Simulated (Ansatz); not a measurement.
Reading a saddle point

A first-order saddle point of SiH₅F, closed shell, PBE0-D4/def2-TZVP, with one imaginary mode of 1134i cm⁻¹:

| atom | x (Å) | y (Å) | z (Å) |
| --- | --- | --- | --- |
| Si1 | -0.3265 | 0.3239 | -0.0623 |
| H2 | 0.5919 | -0.8942 | -0.8035 |
| H3 | -0.8977 | 0.4770 | -1.4383 |
| H4 | -1.4781 | -0.0934 | 0.7626 |
| H5 | 0.3197 | 1.6247 | 0.2047 |
| H6 | 0.9267 | -0.9415 | 0.1072 |
| F7 | 0.8639 | -0.4964 | 1.2296 |

Computed with Ansatz 0.2.0 (basis: def2-TZVPP and def2-QZVPP); correlated methods freeze the cores. Extrapolation: Hartree–Fock as exp(−7.88 √X), correlation as X^−2.97.

(1) Which contacts change along the imaginary mode, and what lies on either side? (A judgement: the text doesn't fix the answer.)

(2) Which side is lower, and how far does the saddle lie above each? (To be estimated.)

The T1 diagnostic stays at or below 0.014.

## Answers

(1) The calculation gives: The step is SiH₄ + HF → SiH₃F ([F][SiH3]) + H₂, with the molecules in contact on both sides. Shortening one way: Si1–F7, H2–H6; lengthening the same way: Si1–H2, H6–F7.
| pair | one side (Å) | saddle (Å) | other side (Å) |
| --- | --- | --- | --- |
| Si1–F7 | 3.54 | 1.94 | 1.60 |
| H2–H6 | 1.78 | 0.97 | 0.75 |
| Si1–H2 | 1.49 | 1.70 | 4.22 |
| H6–F7 | 0.93 | 1.21 | 2.65 |

(2) Computed: The side with Si1–F7, H2–H6 short is lower by 102.1 kJ/mol; the saddle lies 250.8 kJ/mol above it and 148.8 kJ/mol above the other (CCSD(T) at an estimated basis limit (MP2 extrapolated from triple and quadruple zeta, plus CCSD(T) − MP2 in triple zeta); electronic energies).

Labels in which every atom is bracketed show which atoms are joined, not bond orders.

For scale, one of the runs: CCSD(T)/def2-TZVPP, 143 basis functions, launched by `ansatz run in.yaml --threads 2 --pin off --events-out ev --progress --plain --max-ram 4352MiB`. The run took 10 s on 2 CPU threads of an Arm Neoverse V1 (shared host), with 0.81 GiB of host memory at its peak.
